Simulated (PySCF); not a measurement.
Compound: C4H5FS.
Bonds: F1–C2, C2–C3 (double), C3–C4, C4–C5, C5–S6, C2–S6. Hydrogens: H7 on C3; H8, H9 on C4; H10, H11 on C5.

NICS = −σ at a ghost point: NICS(0) at the centroid of the ring atoms, NICS(1) 1 Å to either side along the normal of their mean plane, zz for the tensor component along that normal. Level: GIAO PBE0/pcSseg-1 (PySCF, non-relativistic, gas phase) on the GFN2-xTB geometry, one conformer.

Ring bond lengths (Å), with Mayer bond orders in brackets: C2–C3 1.325 (1.78), C3–C4 1.497 (1.02), C4–C5 1.532 (1.00), C5–S6 1.834 (0.98), S6–C2 1.759 (1.03).

Task: Give the NICS values of each ring in ppm.

Result: 
```csv
ring,type,NICS(0),"NICS(1), two faces","NICS(1)zz, two faces",rms pucker (Å),"centre to ring atoms, mean (Å)"
C2–C3–C4–C5–S6,"5-membered ring with S; formal bonds 1 double, 4 single",-6.4,-2.5 / -2.3,0.2 / 0.9,0.09,1.34
```

Task: What can be read from them?

Result: 
- C2–C3–C4–C5–S6: mean NICS(1)zz 0.6 ppm, near zero. C4, C5 have four or more neighbours, so the value isn't read as a sign of a π ring current.

Task: List the ring angles and the Hirshfeld charges of the ring atoms.

Result: 
- C2–C3–C4–C5–S6: C2 116.5° (+0.057 e), C3 114.3° (-0.100 e), C4 107.6° (-0.065 e), C5 108.2° (-0.059 e), S6 89.9° (+0.004 e); sum 536.4° against 540° for a flat convex ring.

Task: How shielded are the nuclei of the rings and their hydrogens (means over atoms taken as equivalent)?

Result: 
```
   atoms                 environment  σ isotropic (ppm)  principal values of the symmetric part, first atom (ppm)
      C2          vinylic C–F carbon               14.0                                         -71.0, 36.7, 76.4
      C3            alkene CH carbon               87.5                                         3.1, 120.4, 138.9
      C4              allylic carbon              154.9                                       130.4, 162.2, 172.1
      C5  sp3 carbon bound to sulfur              150.5                                       108.9, 164.6, 178.0
      S6              sulfide sulfur              464.9                                       299.4, 336.8, 758.6
      H7            vinylic hydrogen              26.88                                          24.4, 25.2, 31.0
 H8 (×2)          methylene hydrogen              28.86                                          24.1, 26.8, 35.2
H10 (×2)          methylene hydrogen              28.30                                          24.1, 26.4, 35.0
```
